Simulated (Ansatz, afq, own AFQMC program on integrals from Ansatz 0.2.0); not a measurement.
Integrals from Ansatz 0.2.0, then the random walk in our own AFQMC program (afq).

```yaml
crystal:
  periodic: [false, false, false]
  atoms:
    - {symbol: Si, position_ang: [0.000000, -0.128539, 0.664171]}
    - {symbol: O, position_ang: [0.000000, 0.179133, -1.126591]}
    - {symbol: H, position_ang: [0.000000, 1.356602, 1.038680]}
    - {symbol: H, position_ang: [0.000000, -0.618386, -1.662525]}
basis:
  gaussian: {orbitals: cc-pVDZ}
magnetization: {spin_polarized: true, initial_magnetization: 0}
correlation: {method: ccsd_t, electrons: outside_noble_gas, hamiltonian_folder: ham}
```

```sh
$ ansatz run in.yaml --threads 1 --pin off --events-out ev --progress --plain --max-ram 1382MiB
```

afq runs on the folder ham with

```
--method free --trial cisd --walkers 60 --time-step 0.03 --max-blocks 80 --target-error 0.00042 --factor-cut 1e-05 --seed 2152 --times 0,0.21,0.42,0.81,1.2,1.8,2.4,3 --taylor-order 8
```

Times are imaginary, in 1/Eh. The walk had a cap of 513 s.

Output of the walk:

```
orbitals 36  electrons 6 6  factors 270 of 400
reference energy -364.93617750 Eh
CCSD correlation -0.30196958 Eh in 11 cycles, weight of the determinant in the CISD state 0.8710
repeat  energy at the last time / Eh  error
    10  -365.251125  0.003563
    20  -365.249432  0.002027
    30  -365.248571  0.001594
    40  -365.249658  0.001662
    50  -365.250043  0.001584
    60  -365.248957  0.001412
    70  -365.248722  0.001218
    80  -365.248302  0.001102
time / (1/Eh)  energy / Eh  error  mean overlap
  0.00  -365.238143  0.000351  1.1476
  0.21  -365.242483  0.000340  1.1529
  0.42  -365.244777  0.000404  1.1489
  0.81  -365.246886  0.000410  1.1372
  1.20  -365.247520  0.000555  1.1363
  1.80  -365.247888  0.000556  1.1300
  2.40  -365.247634  0.000735  1.1424
  3.00  -365.248302  0.001102  1.1297
energy -365.248302 +/- 0.001102 Eh
```

The run passed its tests (error under three times the target), which doesn't prove that it has relaxed.

Against this walk (error 30.0 meV) on the same determinant: CCSD(T) 57.7 meV higher (within the noise), CCSDT(Q) 8.8 meV higher (within the noise). The error is statistical, and a free projection of finite length keeps a remainder of its start.

Cautions: remainder of the start not in the error; error above the target (30.0 against 11.4 meV); higher spins were not checked; an unrestricted solution with more broken spin lies lower (12 meV, ⟨S²⟩ 0.15), while this determinant keeps restricted orbitals; raised T1 diagnostic (T1 0.022, weight of the determinant 0.87, largest double 0.09).

The walk took 5.1 min on 1 thread of Intel(R) Xeon(R) Platinum 8175M CPU @ 2.50GHz (Skylake/Cascade Lake) (shared host). The log's last line is the free-projection energy.

CCSDT and higher add their correlation energy to the determinant of the CCSD(T) run, since their own runs factorise the integrals more tightly (a shift of under 2 meV). A walk keeps the symmetry of its determinant, which the program's search chose and which needn't be the lowest solution, so a lower state of the same spin and another symmetry isn't excluded.
